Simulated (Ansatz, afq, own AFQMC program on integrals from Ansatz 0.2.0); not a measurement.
# Breaking Si3–F4 in C2H9FGeOSi, singlet

```tsv
atom	x (Å)	y (Å)	z (Å)
C	-1.9437	1.6500	-0.2308
O	-0.8284	0.8002	-0.2602
Si	-0.8095	-0.8176	0.0660
F	-1.1993	-1.0489	1.6300
C	0.9143	-1.4129	-0.2276
Ge	2.2998	-0.1003	0.2521
H	-2.8062	1.2211	-0.7732
H	-2.2598	1.8647	0.8043
H	-1.6766	2.6017	-0.7140
H	-1.8725	-1.5103	-0.7150
H	1.0455	-1.6708	-1.2913
H	1.0810	-2.3338	0.3546
H	2.0133	0.4995	1.6396
H	3.6671	-0.8135	0.2931
H	2.3532	1.0203	-0.7979
```

Products: C₂H₉GeOSi (doublet; CH3–O–SiH–CH2–GeH3) and F (doublet), each relaxed with PBE0/def2-SVP like the molecule; electronic energies without zero-point terms. Determinants: RHF, UHF and UHF in that order.

Basis def2-SVP. Only valence electrons are correlated. Integrals, coupled cluster, full CI and functionals: Ansatz 0.2.0; the random walks run on the same integrals in our own AFQMC program. ph-AFQMC/CISD is guided by a CISD state made of CCSD amplitudes; releasing the constraint for a short imaginary time cuts its bias at the price of noise, slowly where states lie close. ± is one standard error of the sampling. No spin–orbit coupling. The errors of all members are added in quadrature.

No full CI on the walks' own integrals is used here. The released AFQMC energy serves as the reference, which it does only where one determinant dominates, the energy is flat over the last release times and near the phaseless one (40 meV or 2 meV an electron, half that with transition metals). On small molecules, where full CI could be run and the noise was under 10 meV, such values lay within 10 meV of it in 19 cases of 20, a flattering rate, since the rule was set on those same cases; what remains of the bias isn't in the error bar. Each member takes its own surest rung, up to full CI.

The best estimate is CCSD(T) at the basis-set limit (CBS: def2-TZVPP and def2-QZVPP, with their diffuse functions for anions and beside diffuse sets, MP2 extrapolated, CCSD(T) minus MP2 from TZVPP) plus the step from CCSD(T) to AFQMC with the constraint released in def2-SVP. Rows without CBS are in def2-SVP, the functionals in def2-TZVP; B2PLYP and the wave-function rows carry a basis error of their own. Core correlation and relativity beyond core potentials are missing, and ± holds the sampling alone.

Cautions: inner d shell frozen; no relativity below Rb; no spin-orbit coupling; C₂H₉FGeOSi (singlet): the released value is read at 0.90 1/Eh with a noise of 25 meV, more than in the cases checked (meV from the phaseless value at times in 1/Eh: -2 ± 19 at 0.21, -1 ± 25 at 0.42, -29 ± 28 at 0.63, 5 ± 25 at 0.90); C₂H₉GeOSi (doublet): the released value is read at 0.90 1/Eh with a noise of 23 meV, more than in the cases checked (meV from the phaseless value at times in 1/Eh: -37 ± 25 at 0.21, -35 ± 8 at 0.42, -39 ± 9 at 0.63, -54 ± 23 at 0.90).

```tsv
level	bond energy (kcal/mol)
B3LYP	157.7
B2PLYP	160.5
r2SCAN	158.6
```

Question: From these cheaper values, estimate the bond energy at the level of the best estimate.

Answer: 163.7 ± 0.8 kcal/mol (best estimate, highest rung released AFQMC).

| level | bond energy (kcal/mol) | error against the best estimate (kcal/mol) |
| --- | --- | --- |
| HF | 121.0 | -42.7 ± 0.8 |
| MP2 | 158.3 | -5.4 ± 0.8 |
| CCSD | 150.3 | -13.4 ± 0.8 |
| CCSD(T) | 151.1 | -12.6 ± 0.8 |
| ph-AFQMC/CISD | 151.5 ± 0.6 | -12.2 ± 1.0 |
| released AFQMC | 149.9 ± 0.8 | -13.7 |
| HF/CBS | 125.4 | -38.3 ± 0.8 |
| MP2/CBS | 172.5 | 8.8 ± 0.8 |
| CCSD(T)/CBS | 164.8 | 1.1 ± 0.8 |
| PBE | 159.5 | -4.2 ± 0.8 |
| PBE0 | 156.1 | -7.6 ± 0.8 |
| wB97M-V | 163.8 | 0.1 ± 0.8 |

Correlation beyond CCSD(T) changes it by less than twice the noise. Going to the basis-set limit adds 13.7 kcal/mol at CCSD(T). The perturbative (T) step is worth +0.8 kcal/mol.

Best estimates are given only where the step beyond CCSD(T) is under 0.3 eV and no member's determinant is very poor (T1 over 0.05, or 0.07 for open shells, ⟨S²⟩ too high by 0.3, two states mixed), so the hardest cases are missing from such tables.

The functionals ran in a triple-zeta set and keep a basis error of their own, a few kJ/mol for each bond in atomization energies and more for double hybrids, so close places among them and the extrapolated levels can swap.

Each member of a difference takes its own highest rung, so a best estimate needn't equal the limit plus the step of one row. Released energies are given only where the last usable release times agree within the noise; a slower fall can still hide under it.
